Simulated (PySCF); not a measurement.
Below is a simulated gas-phase Si 2p photoelectron spectrum of `[SiH3][N-][SiH3]`.

Every computed line was given a Gaussian of 0.6 eV full width at half maximum and an area set by the number of equivalent atoms (split 2:1 within a doublet); the highest printed point is 100. Theory: delta-SCF UKS SCAN, pcX-2 on the ionised atom, pcseg-1 elsewhere, spin-free X2C in PySCF.

(binding energy (eV), intensity): (100.5, 0), (100.6, 1), (100.7, 3), (100.8, 7), (100.9, 17), (101.0, 33), (101.1, 54), (101.2, 77), (101.3, 94), (101.4, 100), (101.5, 94), (101.6, 80), (101.7, 68), (101.8, 60), (101.9, 57), (102.0, 54), (102.1, 47), (102.2, 36), (102.3, 25), (102.4, 14), (102.5, 7), (102.6, 3), (102.7, 1), (102.8, 0), (102.9, 0)

Task: Count the maxima, the lines and the sites behind this envelope.

Result: The curve has 1 maximum (at 101.4 eV). Under it lie 2 lines from 1 inequivalent silicon site, drawn as a 2p3/2, 2p1/2 pair. At this width some lines have no maximum of their own.

Task: Decompose the envelope and assign each component. Numbering: `[SiH3:1][N-:2][SiH3:3]`.

Result: 
```json
{"position (eV)": "101.38", "relative area": "1.33", "line": "Si 2p3/2", "atoms": "Si1/Si3", "environment": "SiH3 silicon"}
{"position (eV)": "102.00", "relative area": "0.67", "line": "Si 2p1/2", "atoms": "Si1/Si3", "environment": "SiH3 silicon"}
```

The curve has no shake-up lines and no vibrational structure. Atoms equivalent by their bonding share one computed value, that of the first of them. For 2p shells one spin-free hole was relaxed; a mean-field spin–orbit operator and the ground-state splitting of the three 2p orbitals were then diagonalised within the shell. The shell's mean is (2 × 2p3/2 + 2p1/2)/3, and the degeneracies 2j + 1 give areas of 2:1. 2p1/2 minus 2p3/2 (ligand field included): Si 0.62 eV. The species carries charge -1, so core ionisation leaves a neutral species. The basis sets have no added diffuse functions. Geometry: PBE0-D3(BJ)/def2-SVP; no solvent, vibrations or thermal averaging. The geometry's basis has no diffuse functions, a weakness for an anion.

Hardware: x86-64 server, one thread, shared host. Cost: 10 s of wall time.
